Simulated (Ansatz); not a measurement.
**CH₃+ (triplet): the correlation ladder at distance C1–H2 = 1.170 Å, cc-pVDZ**

How much of the correlation energy of CH₃+ (triplet) does each wave-function method recover here?

The runs use Ansatz 0.2.0, Gaussian basis; cc-pVDZ, core rule «outside noble gas», up to 1 orbitals frozen.

To be run: UHF; CCSD(T) on ROHF; CCSD(T) on UHF; BCCD(T) on ROHF; CISD; CCSDT(Q) on ROHF; CCSDT(Q) on UHF; CASSCF and MRCISD+Q, 4 electrons in 4 orbitals; CASSCF and NEVPT2, 4 electrons in 4 orbitals; CASSCF and MRCISD+Q, 6 electrons in 7 orbitals; CASSCF and MRCISD+Q(relaxed), 6 electrons in 7 orbitals; CASSCF and NEVPT2, 6 electrons in 7 orbitals; Full CI.

23 further runs of the same task are left out: 1 for a mislabelled method, 15 that didn't finish, 7 set aside as unsound or not needed.

## Step 1: The system

The geometry derives from a PBE0/def2-TZVP stationary point (not a proven minimum). One bond is set to the value named and the two fragments are kept rigid.

4 atoms, charge 1, spin multiplicity 3.

Atoms are counted from 1 here; the program's logs count them from 0.

Bond lengths: C1–H2 1.170 Å, C1–H3 1.083 Å, C1–H4 1.170 Å. Angles: H2–C1–H3 144.3°, H2–C1–H4 71.5°, H3–C1–H4 144.3°.

Geometry (Å):

```xyz
4
CH3
C     0.00000    0.00000    0.05478
H     0.00000    0.68346   -0.89525
H     0.00000    0.00000    1.13770
H     0.00000   -0.68346   -0.89525
```

## Step 2: UHF

in.yaml

```yaml
crystal:
  periodic: [false, false, false]
  atoms:
    - {symbol: C, position_ang: [0.000000, 0.000000, 0.054784]}
    - {symbol: H, position_ang: [0.000000, 0.683459, -0.895251]}
    - {symbol: H, position_ang: [0.000000, 0.000000, 1.137696]}
    - {symbol: H, position_ang: [0.000000, -0.683459, -0.895251]}
basis:
  gaussian: {orbitals: cc-pVDZ}
total_charge: 1
magnetization: {spin_polarized: true, initial_magnetization: 2}
hamiltonian: {xc: hf}
output: {orbitals: {seedname: orbitals}}
```

Started as:

```
$ ansatz run in.yaml --threads 1 --pin off --events-out ev --progress --plain --max-ram 2393MiB
```

The runs that follow: CCSD(T) on ROHF; CCSD(T) on UHF; BCCD(T) on ROHF; CISD; CCSDT(Q) on ROHF; CCSDT(Q) on UHF; CASSCF and MRCISD+Q, 4 electrons in 4 orbitals; CASSCF and NEVPT2, 4 electrons in 4 orbitals; CASSCF and MRCISD+Q, 6 electrons in 7 orbitals; CASSCF and MRCISD+Q(relaxed), 6 electrons in 7 orbitals; CASSCF and NEVPT2, 6 electrons in 7 orbitals; Full CI.

Before running them: what should the planned runs give, taken together? Wanted: FCI below the RHF energy; RMP2 from FCI; UMP2 from FCI; RCCSD from FCI; RCCSD(T) from FCI; UCCSD(T) from FCI; RCCSDT(Q) from FCI; UCCSDT(Q) from FCI; NEVPT2 pair from FCI.

The runs gave:

| quantity | value |
| --- | --- |
| FCI below the RHF energy | -3.5201 eV |
| RMP2 from FCI | +676.7 meV |
| UMP2 from FCI | +673.1 meV |
| RCCSD from FCI | +75.7 meV |
| RCCSD(T) from FCI | +15.2 meV |
| UCCSD(T) from FCI | +13.9 meV |
| RCCSDT(Q) from FCI | 0.0 meV |
| UCCSDT(Q) from FCI | -1.1 meV |
| NEVPT2 pair from FCI | +630.8 meV |
| MRCISD+Q pair from FCI | -5.1 meV |
| NEVPT2 valence from FCI | +432.2 meV |
| levels within 1 kcal/mol (43 meV) | RCCSD(T), UCCSD(T), BCCD(T), RCCSDT, UCCSDT, RCCSDT(Q), UCCSDT(Q), MRCISD+Q pair, MRCISD+Q valence, MRCISD+Q(relaxed) valence |
| T1 diagnostic | 0.020 |
| effectively unpaired electrons | 2.02 |

RCCSD(T) misses by +15.2 meV, 0.4 % of the correlation energy. MRCISD+Q pair, MRCISD+Q(relaxed) valence fall below full CI: the +Q correction isn't variational, and the cores differ from full CI's. One determinant dominates. Of the multireference levels listed MRCISD+Q valence comes nearest in total energy (+1.6 meV), which doesn't show that its space is the better one. These misses are within one basis, not against nature; the frozen cores of restricted and unrestricted runs differ, which can shift their rows.
